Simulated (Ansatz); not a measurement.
Isomers of C₂H₆Si, relaxed with PBE0-D4/def2-TZVP in Ansatz; electronic energies, one conformer each and not always the lowest. Functionals use def2-TZVPP; CBS adds triple-zeta CCSD(T) − MP2 to the MP2 limit of def2-TZVPP and def2-QZVPP.

Q: Order them by energy at frozen-core CCSD(T)/CBS, lowest first. (Estimate.)
A. `CC[SiH]`
B. `C1C[SiH2]1`
C. `C=C[SiH3]`
D. `C[Si]C`

A: C (0.0 kcal/mol), B (8.3 kcal/mol), D (9.7 kcal/mol), A (23.4 kcal/mol).

Q: How do PBE-D4, HF/CBS(def2), B2PLYP, B3LYP place them (kcal/mol, against `C=C[SiH3]`)? (Best estimate.)

A: Computed: 
```tsv
isomer	PBE-D4	HF/CBS(def2)	B2PLYP	B3LYP
`CC[SiH]`	21.1	27.2	24.3	23.8
`C1C[SiH2]1`	4.2	15.6	8.9	9.7
`C[Si]C`	7.1	15.1	10.6	10.2
```

B3LYP here is the variant with VWN-RPA as its local correlation; programs differ in this.
